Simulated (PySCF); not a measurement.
**Bonding in `[C-]#CC#C`**

Compound: C4H (charge -1).
SMILES with atom numbers: `[C-:1]#[C:2][C:3]#[CH:4]` (hydrogens: H5 on C4)

Cartesian coordinates in Å at the PBE0-D3(BJ)/def2-SVP level; atoms count from 1:
```
atom  x, y, z in Å
C1     2.539    0.060   -0.438
C2     1.309    0.026   -0.169
C3    -0.026   -0.011    0.123
C4    -1.228   -0.043    0.385
H5    -2.274   -0.072    0.613
```

Bond orders from the PBE0/pcSseg-1 density (PySCF). Geometry: PBE0-D3(BJ)/def2-SVP; no solvent, vibrations or thermal averaging. The pcSseg-1 basis has no diffuse functions, a weakness for an anion.

(1) How far do the computed orders between heavy atoms stray from the drawn ones?

(2) Give the Mayer order of every bond, beside its length.

## Answers

(1) The largest departure is 0.706, at C3–C4 (drawn triple, 2.294). Drawn single, order below 0.88: C2–C3 (0.806). Drawn double or triple, more than 0.30 short of the drawn order: C3–C4 (2.294). The SMILES, with its formal charges, is one Lewis structure only.

(2) 
| bond | drawn as | length (Å) | Mayer order |
| --- | --- | --- | --- |
| C1–C2 | triple | 1.259 | 3.446 |
| C2–C3 | single | 1.368 | 0.806 |
| C3–C4 | triple | 1.231 | 2.294 |
| C4–H5 | single | 1.071 | 1.102 |

By pair of heavy elements: C–C: lowest C2–C3 (0.806, 1.368 Å), highest C1–C2 (3.446, 1.259 Å); in 1 of the 3 pairs the longer bond (by over 0.003 Å) has the higher order (by 0.02 or more).

Problem. Sum the orders of all bonds at each heavy atom with more than one neighbour and set the sums beside the valence in the SMILES.

Solution. C2 4.252 (drawn 4), C3 3.100 (drawn 4), C4 3.396 (drawn 4). Orders between atoms that aren't bonded are not in these sums.

For a closed shell the Mayer order of atoms A and B is Σ (PS)μν (PS)νμ over the basis functions μ on A and ν on B, with P the density and S the overlap matrix.
